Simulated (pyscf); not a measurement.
Substitution at O: H₃Ge–O–SnH₃ + H atom (H•) → HO–GeH₃ + SnH₃•

Gas phase, doublet surface, charge 0. Bonds broken: O2–Sn3. Bonds formed: O2–H10. PySCF, gas phase, ωB97X-D3(BJ)/def2-SVP geometries.

Transition state (Å):

```xyz
10

Ge    -1.4569     0.6668    -0.2585
O      0.1936    -0.0365     0.0787
Sn     1.3541    -0.7303    -1.4722
H     -2.3417    -0.4051    -0.9136
H     -1.3107     1.8845    -1.1843
H     -1.9972     1.0727     1.1149
H      2.7636    -1.2570    -0.6821
H      0.5326    -2.0142    -2.2418
H      1.6656     0.5612    -2.5450
H      0.5543    -0.0336     1.3992
```

One imaginary mode, 1489i cm⁻¹; descent along it reached the two sides named.

```csv
bond,change,reactant side (Å),saddle,product side
O2–Sn3,breaks,1.979,2.058,2.8
O2–H10,forms,3.1,1.369,0.965
```

Electronic energies relative to the separated reactants (kJ/mol):

| level | barrier | reaction energy | reverse barrier |
|---|---|---|---|
| ωB97X-D3(BJ)/def2-TZVP | 38.6 | -94.4 | 133.0 |
| PBE/def2-TZVP | -3.2 | -119.2 | 116.0 |
| r²SCAN/def2-TZVP | 4.1 | -118.0 | 122.1 |
| B3LYP-D3(BJ)/def2-TZVP | 5.2 | -121.1 | 126.3 |
| PBE0-D3(BJ)/def2-TZVP | 15.6 | -115.0 | 130.6 |
| M06-2X/def2-TZVP | 31.6 | -112.3 | 143.9 |
| ωB97M-D3(BJ)/def2-TZVP | 28.8 | -121.4 | 150.1 |
| HF/def2-TZVP | 103.3 | -103.6 | 206.9 |

With ωB97M-D3(BJ)/def2-TZVP energies and thermal terms (ideal gas, 1 atm, RRHO with modes under 100 cm⁻¹ raised to 100, one conformer, R ln 2 for chiral ones without a mode under 150 cm⁻¹), in kJ/mol:

```tsv
T (K)	ΔH‡	ΔG‡	ΔH	ΔG
298	26.7	53.5	-106.3	-119.7
600	25.9	80.9	-111.8	-131.2
900	24.8	108.7	-117.6	-139.6
1200	23.7	136.8	-123.3	-146.1
```

At PBE this geometry lies under the reactants; that is no barrier but a single point on another level's saddle; such a level's own saddle, if it has one, lies nearer that side and is low. This is the saddle that the search found; another between the same sides may lie lower. The angle at the attacked O is 125°. Elements up to Kr have no core potential and no relativistic terms here. Elements past Kr carry the def2 core potentials, without spin-orbit coupling.
